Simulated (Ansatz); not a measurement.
## Other spins and charges of As2H, quartet at one geometry

Geometry (PBE0/def2-TZVP stationary point for this spin, not checked as a minimum):

```xyz
3

As    0.0000   -0.5251    0.8030
As    0.0000   -0.4773   -1.6877
H     0.0000    1.0024    0.8847
```

Basis cc-pVDZ; Ansatz 0.2.0. Only valence electrons are correlated (noble-gas cores and the filled d shells of p-block atoms frozen). Prefix R: restricted or restricted open-shell reference; prefix U: unrestricted. Active spaces: valence = (11e, 9o) chosen from the atoms' valence shells. No spin–orbit coupling is included, and no scalar relativity.

Gaps are energies of the second state less the first, at fixed atoms, for a selection of the levels run; each method lands on the state that its own search finds for that charge and spin.

Unrestricted rows (U, and Kohn–Sham where it breaks symmetry) aren't spin-pure: their determinants' ⟨S²⟩ exceeds S(S+1) by up to 0.89, so they mix in states of higher spin. For open shells CISD is restricted-active-space CI with the open shells as a complete middle space. A value is left out where its run failed or describes another state than the reference as far as symmetry and spin tell, or, spin-broken singlets apart, can't be checked.

Question: PBE gives 7.880 eV for removing an electron, to the triplet. Estimate what UCCSDTQ gives in cc-pVDZ.

Answer: UCCSDTQ in cc-pVDZ gives 7.901 eV, so against it PBE is off by -0.021 eV, of which a good part can be the reference's own basis and frozen-core error.

| level | gap (eV) | error (meV) |
| --- | --- | --- |
| CISD | 8.006 | 105 |
| BCCD(T) | 7.907 | 6 |
| CASSCF (valence space) | 7.307 | -594 |
| NEVPT2 (valence space) | 7.777 | -124 |
| MRCISD (valence space) | 7.810 | -91 |
| MRCISD+Q (valence space) | 7.886 | -15 |
| r2SCAN | 8.236 | 335 |
| PBE0 | 8.161 | 260 |
| B3LYP | 7.988 | 87 |
| wB97M-V | 8.100 | 199 |
| B2PLYP | 7.946 | 45 |
| RPA-PBE | 7.801 | -100 |

Doublet less quartet: -0.953 eV at UCCSDTQ.

Large singles or doubles amplitudes warn of static correlation in the As2H doublet.

| level | gap (eV) | error (meV) | ⟨S²⟩ where 0.1 over S(S+1) (first / second) |
| --- | --- | --- | --- |
| UCCSD | -0.770 | 183 | – / 1.64 |
| BCCD(T) | -0.890 | 63 | – / – |
| UCCSDT | -0.926 | 27 | – / 1.64 |
| CASSCF (valence space) | -1.010 | -57 | – / – |
| NEVPT2 (valence space) | -0.987 | -34 | – / – |
| MRCISD (valence space) | -0.977 | -24 | – / – |
| PBE | -0.995 | -42 | – / 0.91 |
| wB97M-V | -0.729 | 224 | – / 1.32 |
| B2PLYP | -0.798 | 155 | – / 1.42 |
| RPA-PBE | -0.935 | 18 | – / 0.91 |

Question: PBE gives 9.363 eV for removing an electron, to the quintet. Estimate what UCCSDTQ gives in cc-pVDZ.

Answer: UCCSDTQ in cc-pVDZ gives 8.933 eV, so against it PBE is off by 0.430 eV, of which a good part can be the reference's own basis and frozen-core error.

```tsv
level	gap (eV)	error (meV)
UCCSD	8.891	-42
UCCSD(T)	8.922	-11
UCCSDT(Q)	8.933	0
MRCISD (valence space)	8.853	-80
MRCISD+Q (valence space)	8.933	0
r2SCAN	9.496	563
wB97M-V	9.286	353
B2PLYP	9.218	285
RPA-PBE	9.118	185
```

Sextet less quartet: 3.658 eV at UCCSDTQ.

```json
{"level": "CISD", "gap (eV)": "3.493", "error (meV)": "-165"}
{"level": "UCCSD(T)", "gap (eV)": "3.640", "error (meV)": "-18"}
{"level": "UCCSDT", "gap (eV)": "3.654", "error (meV)": "-4"}
{"level": "UCCSDT(Q)", "gap (eV)": "3.657", "error (meV)": "-1"}
{"level": "CASSCF (valence space)", "gap (eV)": "3.653", "error (meV)": "-5"}
{"level": "r2SCAN", "gap (eV)": "3.950", "error (meV)": "292"}
{"level": "PBE0", "gap (eV)": "3.870", "error (meV)": "212"}
{"level": "B3LYP", "gap (eV)": "4.065", "error (meV)": "407"}
{"level": "wB97M-V", "gap (eV)": "3.907", "error (meV)": "249"}
{"level": "B2PLYP", "gap (eV)": "3.920", "error (meV)": "262"}
```

In so small a basis the reference is far from its limit while semilocal and hybrid functionals are nearer theirs (RPA and double hybrids share part of the reference's basis error), so the functionals' errors here hold much of the reference's basis and frozen-core error, which can add to them or hide them.

Full CI isn't at hand for all of this; UCCSDTQ serves as the reference, and is uncertain by the last step of the cluster series or more. The frozen core follows each run's orbitals, which can shift R against U totals by a few meV for light atoms and by up to 0.1 eV past Ca.
